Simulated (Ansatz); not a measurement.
hydrogen isocyanide (SMILES [C-]#[NH+]) moved off its minimum; all values from Ansatz (a program for electronic structure), cores frozen in correlated methods.
(charge 0, multiplicity 1)
```xyz
3

C     -0.11025    -0.05333    -0.67457
N      0.03897    -0.05772     0.32459
H      0.04091    -0.00077     1.37679
```

Forces at wB97M-V/def2-TZVPP (eV/Å):

```tsv
atom	Fx	Fy	Fz
C1	-4.095	0.045	-28.792
N2	3.905	0.172	31.372
H3	0.190	-0.217	-2.580
```

Give the forces (eV/Å), the total energy and the dipole at CCSD(T)/aug-cc-pVTZ.


```json
[
 {"atom": "C1", "Fx": "-4.284", "Fy": "0.048", "Fz": "-30.108"},
 {"atom": "N2", "Fx": "4.086", "Fy": "0.170", "Fz": "32.657"},
 {"atom": "H3", "Fx": "0.198", "Fy": "-0.218", "Fz": "-2.549"}
]
```
Energy -93.1770 hartree, dipole 3.75 D.
